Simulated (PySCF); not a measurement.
# C4H10O: the cost of one run

Programs: PySCF 2.14.0, with density-fitted response routines of our own. Each step states its level of theory. These are calculated values for one molecule, in the gas phase or a continuum, unless marked as measured. Atoms count from 0, in the outputs and in this text.

### 1 Starting geometry

15 atoms, charge 0, multiplicity 1; geometry from: GFN2-xTB. The atoms were then displaced at random by about 0.01 Å, so the start is not that level's minimum.

Bonds of the start (Å): C0–C1 1.53, C1–C2 1.53, C2–C3 1.56, C2–O4 1.42, C0–H5 1.11, C0–H6 1.08, C0–H7 1.06, C1–H8 1.09, C1–H9 1.11, C2–H10 1.08, C3–H11 1.10, C3–H12 1.08, C3–H13 1.04, O4–H14 0.97.

### 2 Optimising the geometry at PBE0-D3(BJ)/def2-TZVP

What the job is given:

```
{"job": {"xc": "PBE0", "basis": "def2-TZVP", "d3": "d3bj", "grid": 2, "shake": 0.01, "kind": "geom"}, "charge": 0, "multiplicity": 1}
C     -1.637080    -0.730650     0.193140
C     -0.816730     0.550210     0.059060
C      0.534190     0.306160    -0.605220
C      1.511690    -0.528740     0.281790
O      1.163860     1.529410    -0.950690
H     -2.645420    -0.451510     0.577250
H     -1.774140    -1.180520    -0.781780
H     -1.181070    -1.415290     0.859610
H     -1.345850     1.292300    -0.530570
H     -0.658840     0.992440     1.060960
H      0.398230    -0.200420    -1.548270
H      1.090080    -1.533910     0.415250
H      1.557680    -0.062190     1.258320
H      2.444170    -0.595590    -0.169280
H      1.343890     2.010940    -0.126810
```

Run with:

```sh
$ OMP_NUM_THREADS=2 python probes_run.py task.json out
```

The driver reads the jobs from task.json and runs them one after another.

Q: Estimate the wall time and peak memory of this first job on 2 threads of Intel Xeon Platinum 8488C, shared host.

About 83 s, with a peak of 1.1 GiB.
